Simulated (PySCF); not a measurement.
Si₂, SMILES [Si]=[Si] (connectivity only; charge and spin as stated), neutral, multiplicity 3.

The structure is a stationary point at PBE0-D3(BJ)/def2-TZVPD.

Two levels are set side by side: PBE/def2-TZVPD (PySCF) and ωB97X/def2-TZVPD (PySCF). Same geometry, gas phase. Differences are taken from unrounded values.

```csv
quantity,PBE
α-spin orbital gap (eV),2.19
β-spin orbital gap (eV),0.37
mean polarisability (bohr³),139.7
```

Question: These are the PBE values. What does ωB97X give? (Estimate from the structure and the level; the computed values follow.)

Answer: 
```json
[
 {"quantity": "α-spin orbital gap (eV)", "ωB97X": "7.88", "PBE minus ωB97X": "-5.70"},
 {"quantity": "β-spin orbital gap (eV)", "ωB97X": "5.99", "PBE minus ωB97X": "-5.62"},
 {"quantity": "mean polarisability (bohr³)", "ωB97X": "92.9", "PBE minus ωB97X": "46.8"}
]
```

Loosely held outer electrons make PBE densities more polarisable. Differences between two approximate levels are no errors against the true value.

Rough cost on one machine, each run with all the roots and properties that it gave: ωB97X against PBE about 3 times.
